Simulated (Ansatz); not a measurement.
A run of Ansatz (development build ahead of 0.2.0) on doublet HF₂ at this shape:

```yaml
atoms:
  - { symbol: F, position_ang: [0.0325, 0.0588, 0.0228] }
  - { symbol: H, position_ang: [2.9469, -0.3980, 0.6192] }
  - { symbol: F, position_ang: [2.8173, 0.2782, 0.0443] }
```

Its results:

- Converged: yes
- Total energy: -199.21823 hartree
- Spin squared of the determinant: 0.752
- Stability test: minimum

Forces (eV/Å):
| atom | Fx | Fy | Fz |
| --- | --- | --- | --- |
| F1 | 0.026 | 0.000 | 0.001 |
| H2 | 0.036 | -0.221 | 0.187 |
| F3 | -0.062 | 0.220 | -0.189 |

(1) Which input gives this output? Name the method, the orbitals and the basis set, and write the input.

Answers

(1) UHF in def2-SVP.

```yaml
crystal:
  periodic: [false, false, false]
  atoms:
    - { symbol: F, position_ang: [0.03246, 0.05881, 0.02281] }
    - { symbol: H, position_ang: [2.94692, -0.39795, 0.61919] }
    - { symbol: F, position_ang: [2.8173, 0.27822, 0.04434] }
basis:
  gaussian: { orbitals: def2-SVP }
magnetization:
  spin_polarized: true
  initial_magnetization: 1
hamiltonian:
  xc: hf
output:
  forces: true
```
